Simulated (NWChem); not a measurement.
**NO+ (nitrosonium) at r2SCAN/jorge-TZP**

Aim: the vertical ionisation energy of NO+ (nitrosonium) at r2SCAN/jorge-TZP, from 2 runs. 

Program for the calculation: NWChem 7.3.0.

5 further runs of the same task are left out: 5 set aside as unsound or not needed.

## Step 1: The molecule

NO+ has 2 atoms, charge +1, and is taken as a singlet. SMILES: `N#[O+]`. The bond length is the measured one.

Bond lengths: N1–O2 1.063 Å.

## Step 2: The energy at r2SCAN/jorge-TZP

geom.nw

```
start geom
title "nitrosyl"
memory total 2200 mb
charge 1

geometry units angstroms noautosym nocenter noautoz
  N        0.000000       0.000000       0.000000
  O        0.000000       0.000000       1.063220
end

basis spherical bse
  * library jorge-TZP
end

dft
  xc r2scan
  grid fine
  convergence energy 1e-08
  iterations 100
  mulliken
  noprint "final vectors analysis"
end

task dft
```

On the command line:

```console
nwchem geom.nw > geom.out
```

Standard output:

```text
[...]
          Wavefunction type:  closed shell.
          No. of atoms     :     2
          No. of electrons :    14
[...]
          Charge           :     1
          Spin multiplicity:     1
[...]
          AO basis - number of functions:    62
[...]
              XC Information
              --------------
                      r^2SCAN Method XC Functional
               r^2SCAN metaGGA Exchange Functional  1.000
                     r^2SCAN Correlation Potential  1.000
[...]
 d= 0,ls=0.0,diis     1   -129.4291376211 -1.57D+02  1.67D-02  1.45D+00     0.6
[...]
 d= 0,ls=0.0,diis     8   -129.5247502804  2.82D-09  1.03D-06  4.31D-08     3.4
         Total DFT energy =     -129.524750280357
      One electron energy =     -225.224316883106
           Coulomb energy =       82.774783043759
    Exchange-Corr. energy =      -14.947082982257
 Nuclear repulsion energy =       27.871866541246
[...]
      Total Density - Mulliken Population Analysis
     ---------------------------------------------
    Atom       Charge   Shell Charges
 -----------   ------   -------------------------------------------------------
    1 N    7     6.37   0.57  1.39  0.09  1.09  0.65  1.28  1.04  0.15  0.02  0.08  0.01
    2 O    8     7.63   0.58  1.38  0.17  1.02  0.69  1.79  1.61  0.33  0.01  0.05  0.00
[...]
```

It took 4.2 s on 1 thread of Intel Xeon Platinum 8375C at 2.90GHz (Ice Lake), shared host; peak memory 0.11 GiB.

## Step 3: Doublet [NO]2+

a.xyz

```xyz
2
NO r2SCAN
N      0.000000     0.000000     0.000000
O      0.000000     0.000000     1.063220
```

a.nw

```
start a
title "NO r2SCAN"
memory 2200 mb
charge 2

geometry units angstrom noautosym nocenter noautoz
 load a.xyz
end

basis spherical bse
 * library jorge-TZP
end

dft
 xc r2scan
 mult 2
 grid fine
 convergence energy 1e-08
 iterations 100
 mulliken
 noprint "final vectors analysis"
end

task dft energy
```

On the command line:

```console
nwchem a.nw > a.out
```

Standard output:

```text
[...]
          Wavefunction type:  spin polarized.
          No. of atoms     :     2
          No. of electrons :    13
[...]
          Charge           :     2
          Spin multiplicity:     2
[...]
          AO basis - number of functions:    62
[...]
              XC Information
              --------------
                      r^2SCAN Method XC Functional
               r^2SCAN metaGGA Exchange Functional  1.000
                     r^2SCAN Correlation Potential  1.000
[...]
 d= 0,ls=0.0,diis     1   -128.0096819741 -1.56D+02  1.58D-02  1.62D+00     0.9
[...]
 d= 0,ls=0.0,diis    12   -128.4501847327 -1.36D-09  2.19D-07  4.61D-10     8.3
[...]
         Total DFT energy =     -128.450184732686
      One electron energy =     -217.709477202695
           Coulomb energy =       75.868377621705
    Exchange-Corr. energy =      -14.480951692942
 Nuclear repulsion energy =       27.871866541246
[...]
      Total Density - Mulliken Population Analysis
     ---------------------------------------------
    Atom       Charge   Shell Charges
 -----------   ------   -------------------------------------------------------
    1 N    7     5.72   0.57  1.39  0.10  0.97  0.24  1.27  1.00  0.07  0.02  0.07  0.01
    2 O    8     7.28   0.58  1.38  0.18  1.09  0.64  1.67  1.47  0.20  0.01  0.06  0.01
[...]
      <S2> =      0.7865 (Exact =     0.7500)
[...]
```

It took 9 s on 1 thread of Intel Xeon Platinum 8375C at 2.90GHz (Ice Lake), shared host; peak memory 0.1 GiB.

## Step 4: Summary of results

Level: r2SCAN/jorge-TZP.

| quantity | value |
| --- | --- |
| singlet NO+: total energy | -129.52475 Eh |
| doublet [NO]2+: total energy | -128.45018 Eh |
| doublet [NO]2+: ⟨S²⟩ | 0.786 |
| vertical ionisation energy (to the doublet dication) | 29.240 eV |

**Reading.** Removing an electron at fixed nuclei costs 29.24 eV (674 kcal/mol).
